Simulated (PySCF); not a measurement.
# O₂: from the state search to spectroscopic constants

An exercise on one series of results from a longer session: the logs are not shown, and one member is left open.

Method: O def2-TZVPPD, no relativity; program: PySCF 2.14.0.

The first run:

A driver script around PySCF takes these settings:

| Quantity | Value |
| --- | --- |
| atoms | O, O |
| charge | 0 |
| basis | O def2-TZVPPD |
| Hamiltonian | no relativity |
| basis functions | 80 |
| electrons treated | 16 |
| masses in u | 15.9949, 15.9949 |
| levels | PBE0, PBE, r²SCAN, M06-2X, LDA, M06-L, B2PLYP, BLYP, HSE06, HF, MP2, SCS-MP2, CCSD, CCSD(T) |
| grid | 80 radial by 434 angular points |
| occupations | held fixed by the projection of orbital angular momentum |
| dissociation limit | O + O, each in its ground configuration |
| starting distance in angstrom | 1.200 |
| values of 2S to try | 0, 2, 4 |

On the command line:

```
$ OMP_NUM_THREADS=1 python dia.py task.json out
```

Among the steps run: Input; First curve: PBE0; Other states along the same grid; PBE (GGA); r²SCAN; M06-2X; LDA; M06-L (meta-GGA); B2PLYP (double hybrid); BLYP (GGA); HSE06 (range-separated hybrid); UHF; MP2 and coupled cluster.

One table of the session follows, with a row left open; its other results are not shown here.

```
      level  ωe (%)
        UHF   +24.3
    UHF-MP2    -7.3
UHF-SCS-MP2    -1.3
   UHF-CCSD    +5.3
UHF-CCSD(T)    +0.1
        LDA    +2.7
        PBE    -1.6
       BLYP    -5.5
     r²SCAN    +2.7
      M06-L       ?
       PBE0    +8.4
      HSE06    +8.1
     M06-2X   +11.6
     B2PLYP    -2.5
```

Estimate the missing values for M06-L.

As computed: ωe (%): +4.3. In the column «ωe (%)» it lies between r²SCAN (+2.7) and UHF-CCSD (+5.3).
